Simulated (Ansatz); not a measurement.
Input file:

```yaml
crystal:
  periodic: [false, false, false]
  atoms:
    - {symbol: Se, position_ang: [0.000000, -0.026871, -0.001344]}
    - {symbol: H, position_ang: [0.000000, 0.999627, -1.049134]}
    - {symbol: H, position_ang: [0.000000, 1.105417, 1.154444]}
basis:
  gaussian: {orbitals: 6-31G}
hamiltonian: {pseudopotentials: {relativity: none}}
correlation: {active_space: {ras: {orbitals: [4, 0, 15], electrons: 8, max_holes: 3, max_particles: 3}, fixed_orbitals: true}}
output: {forces: true}
```

```sh
$ ansatz run in.yaml --threads 1 --pin off --events-out ev --progress --plain --max-ram 2393MiB
```

Question: Roughly how long does this take on 1 thread of Arm Neoverse V1, shared host, and how much host memory?

Answer: 0.78 s wall and 0.15 GiB.

```
316 factors; integrals over basis functions are off by at most 6.8e-4 eV
mean field evaluation 1: about -65323.5662 eV, gradient 1.0e1 eV
mean field evaluation 2: about -65323.5860 eV, gradient 1.0e1 eV
mean field evaluation 4: about -65324.0994 eV, gradient 1.2e0 eV
mean field evaluation 8: about -65324.1012 eV, gradient 8.2e-4 eV
mean field -65324.10122262 eV, -2400.6164416651 hartree, gradient 3.2e-6 eV, S^2 0.000000; 0 other end points of the search recorded, 0 dependent functions left out
reference -65324.10122262 eV, -2400.6164416651 hartree; 18, 18 occupied and 15, 15 virtual orbitals, 316 factors
state -65326.17214017 eV, -2400.6925464814 hartree
the calculation of the forces begins
Total energy: -65326.17214017 eV, -2400.6925464814 hartree
Atom 0 at     0.000000    -0.026871    -0.001344 Å, force    -0.000000     0.755811     1.644853 eV/Å
Atom 1 at     0.000000     0.999627    -1.049134 Å, force     0.000000     0.426341    -0.467114 eV/Å
Atom 2 at     0.000000     1.105417     1.154444 Å, force     0.000000    -1.182151    -1.177739 eV/Å
Dipole moment:     0.000000     0.234792    -0.033457 e Å
```

Forces (eV/Å):
```
Se   0.000  0.756  1.645
H    0.000  0.426 -0.467
H    0.000 -1.182 -1.178
```
